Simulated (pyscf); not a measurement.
Thermochemistry of product channels of H₃C–O–CH₃ (SMILES COC) + H• (SMILES [H]) on the doublet surface, in eV, from ωB97M-D3(BJ)/def2-TZVP energies (ideal gas, 1 atm, RRHO with modes under 100 cm⁻¹ raised to 100, one conformer, R ln 2 for chiral ones without a mode under 150 cm⁻¹). Optimised with ωB97X-D3(BJ)/def2-SVP in PySCF.

```
products                                             ΔE  ΔH(298 K)  ΔG(298 K)  ΔG(1200 K)
------------------------------------------------  -----  ---------  ---------  ----------
•H₂C–O–CH₃ (SMILES [CH2]OC) + H₂ (SMILES [H][H])  -0.25      -0.33      -0.43       -0.79
CH₄ (SMILES C) + H₃C–O• (SMILES C[O])                 ?      -1.00      -1.14       -1.47
```

Q: What belongs in the gaps?

A: 
- CH₄ (SMILES C) + H₃C–O• (SMILES C[O]), ΔE: -1.04

These are energies of the channels, which say nothing of barriers. H₃C–O–CH₃ lies 0.49 eV over its isomer H₃C–CH₂–OH (electronic energy, ωB97M-D3(BJ)). •H₂C–O–CH₃ lies 0.56 eV over its isomer H₃C–CH•–OH (electronic energy, ωB97M-D3(BJ)). The orbital near-degeneracy of the XH₃O or XH₃S radical is left out.
